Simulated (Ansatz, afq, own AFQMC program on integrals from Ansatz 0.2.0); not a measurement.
AFQMC on a folder of integrals that Ansatz 0.2.0 wrote.

```yaml
crystal:
  periodic: [false, false, false]
  atoms:
    - {symbol: H, position_ang: [0.000000, 0.000000, -1.127333]}
    - {symbol: H, position_ang: [0.000000, 0.000000, -0.156333]}
    - {symbol: Cl, position_ang: [0.000000, 0.000000, 1.283667]}
basis:
  gaussian: {orbitals: cc-pVTZ}
magnetization: {spin_polarized: true, initial_magnetization: 1}
correlation: {method: ccsd_t, electrons: outside_noble_gas, hamiltonian_folder: ham}
```

```sh
$ ansatz run in.yaml --threads 1 --pin off --events-out ev --progress --plain --max-ram 16896MiB --backend cuda --devices 0, --max-vram 18GiB
```

Options of the walk:

```
--method phaseless --trial cisd --walkers 4000 --populations 20 --least-time 60 --time-step 0.005 --steps-per-block 50 --equilibration-blocks 28 --max-blocks 4000 --target-error 0.00018 --factor-cut 1e-05 --start spin_pure --seed 1272 --release-times 0.24,0.51,0.99,1.62,2.4 --release-step 0.03 --release-every 3 --taylor-order 6
```

Times are imaginary, in 1/Eh. The walk had a cap of 192 s. With eight or more populations the least sampling time is a fifth of least-time, and the error comes from their spread.

```
orbitals 57  electrons 5 4  factors 344 of 352
reference energy -460.58409069 Eh
CCSD correlation -0.23554767 Eh in 10 cycles, weight of the determinant in the CISD state 0.9064
energy of the start -460.818271 Eh
 block  time / (1/Eh)  mean weight  energy / Eh
     1     0.250  1.0001  -460.817839
     2     0.500  0.9998  -460.821066
     3     0.750  0.9999  -460.823738
     4     1.000  0.9999  -460.825493
     5     1.250  1.0002  -460.826590
     8     2.000  0.9999  -460.828342
    11     2.750  0.9996  -460.829664
    14     3.500  0.9998  -460.828922
    17     4.250  1.0000  -460.828628
    20     5.000  0.9999  -460.828799
    23     5.750  1.0003  -460.830034
    26     6.500  0.9999  -460.829111
    29     7.250  1.0000  -460.828988
    32     8.000  1.0003  -460.828715
    35     8.750  1.0000  -460.828792
    38     9.500  1.0003  -460.829029
    39     9.750  0.9998  -460.830184
    41    10.250  0.9996  -460.829493
    44    11.000  1.0000  -460.829064
    47    11.750  1.0002  -460.828300
    50    12.500  1.0001  -460.828916
    51    12.750  1.0000  -460.828261
    53    13.250  1.0000  -460.829243
    56    14.000  1.0002  -460.828908
    59    14.750  0.9997  -460.828956
    62    15.500  1.0001  -460.829326
    65    16.250  1.0001  -460.828736
    68    17.000  1.0000  -460.829360
    71    17.750  0.9993  -460.829121
    74    18.500  1.0001  -460.828933
    77    19.250  0.9998  -460.829054
    78    19.500  0.9996  -460.828774
error from the spread of 20 populations
released: time / (1/Eh)  energy / Eh  error  mean overlap
  0.24  -460.828979  0.000086  1.0008
  0.51  -460.829015  0.000099  1.0002
  0.99  -460.829360  0.000104  0.9884
  1.62  -460.829337  0.000076  0.9805
  2.40  -460.829225  0.000114  0.9716
energy -460.828990 +/- 0.000098 Eh
(rows thinned)
```

Question: Estimate how long the walk took on 1 × NVIDIA H100 80GB HBM3 with 2 threads of AMD EPYC 7R13 Processor (Zen 3), with other jobs on the host (the card was shared).

Answer: 47 s of wall time.

The run passed its tests (sampling time, drift between the halves within three errors, error under three times the target), which doesn't prove that it has relaxed.

Against this walk (error 2.7 meV) on the same determinant: CCSD(T) 24.7 meV higher, CCSDT(Q) 3.6 meV lower (within the noise). The error is statistical and leaves out the bias of the constraint. Released to 2.40 1/Eh the energy moves by -6 ± 4 meV (both errors), within twice the noise.

Cautions: constraint bias not in the error.

CCSDT and higher add their correlation energy to the determinant of the CCSD(T) run, since their own runs factorise the integrals more tightly (a shift of under 2 meV). A walk keeps the symmetry of its determinant, which the program's search chose and which needn't be the lowest solution, so a lower state of the same spin and another symmetry isn't excluded.
